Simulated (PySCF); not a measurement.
# Converging F2 in the basis (HF)

PySCF, RHF reference; singlet, unpaired electrons none; De to F + F without counterpoise correction.

```tsv
basis	relativity	functions	Re (Å)	ωe (cm⁻¹)	De (eV)
3-21G	no relativity	18	1.402	1296	-1.25
def2-SVP	no relativity	28	1.334	1222	-1.53
def2-SVPD	no relativity	46	1.331	1230	-1.60
pcseg-2	no relativity	60	1.329	1265	-1.43
x2c-TZVPPall	spin-free X2C	62	1.328	1267	-1.45
def2-TZVPPD	no relativity	80	1.328	1268	-1.45
```

(1) How does each smaller set differ from the one with most functions, def2-TZVPPD?

Where the molecule has an RHF reference, its open-shell atoms are computed with UHF. 3-21G is very small, so such numbers show the basis as much as the molecule. Hartree–Fock leaves out correlation, which carries a large part of most bond energies and some tenths to 1 eV of ionisation energies. A negative De means that the minimum lies above the separated atoms at that level.

Answers

(1) 3-21G: +7.4 pm, +2.2 % in ωe, +0.20 eV in De; def2-SVP: +0.6 pm, -3.6 % in ωe, -0.08 eV in De; def2-SVPD: +0.3 pm, -3.0 % in ωe, -0.15 eV in De; pcseg-2: +0.1 pm, -0.2 % in ωe, +0.02 eV in De; x2c-TZVPPall: +0.0 pm, -0.1 % in ωe, +0.00 eV in De. All at HF; the set with most functions is neither the basis-set limit nor always the best. The rows treat relativity differently, so the differences are not basis effects alone.
